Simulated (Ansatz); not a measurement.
How close CCSD(T) comes to the exact answer in a basis

Each species is computed at the geometry given (Å), with frozen cores, in Ansatz 0.2.0: RHF-CCSD(T) for singlets, UHF-CCSD(T) otherwise, and full CI in the same basis. The program picks the determinant by a search with trial CCSD, so it needn't be the lowest Hartree–Fock solution. States: HMgF⁺ doublet Σ⁺ or Δ, BC⁺ triplet Σ⁻ or Δ, HSiAl singlet A'. Cases whose determinant has another symmetry than full CI's state, or lies over 0.5 eV above the lowest of its kind, whose (Q) step broke down or whose higher cluster runs on it stay over 0.1 eV above full CI weren't drawn.

Q: Judging by size, spin and bonding and the diagnostics given, rank them by the size of CCSD(T)'s error in total energy against full CI in the same basis, smallest first (an estimate).
A. HSiAl, singlet, 6-31G: Si 0.000 -0.074 1.427; Al 0.000 0.016 -1.528; H 0.000 1.625 1.124. T1 0.018, (T) -49 meV in a correlation energy of -2.77 eV
B. BC⁺, triplet, cc-pVDZ: B 0.000 0.000 0.000; C 0.000 0.000 1.528. T1 0.073, (T) -163 meV in a correlation energy of -3.15 eV
C. HMgF⁺, doublet, 6-31G: F 0.000 0.000 1.733; Mg 0.000 0.000 -0.023; H 0.000 0.000 -1.710. T1 0.032, (T) -67 meV in a correlation energy of -3.84 eV

A: C (16.5 meV), A (28.3 meV), B (174.1 meV).

```
       species    basis  correlated electrons  CCSD(T) − full CI (meV)  CCSDT(Q) − full CI (meV)  unpaired electrons (full CI)     T1  ⟨S²⟩ of the determinant
HMgF⁺, doublet    6-31G                     9                     16.5                      -7.1                          1.02  0.032                     0.75
HSiAl, singlet    6-31G                     8                     28.3                       3.4                          0.22  0.018                     0.00
  BC⁺, triplet  cc-pVDZ                     6                   174.1*                       1.0                          2.70  0.073                     2.93
```

Unpaired electrons are Σ n²(2−n)² over natural occupations; an open shell counts its own unpaired electrons too. Frozen cores follow each run's orbitals, which moves totals by a few meV. No single determinant describes BC⁺, triplet well, by full CI's occupations. RHF is unstable for HSiAl, singlet in 6-31G: UHF reaches ⟨S²⟩ = 0.97. An asterisk marks runs whose energy the program itself flagged as in doubt.
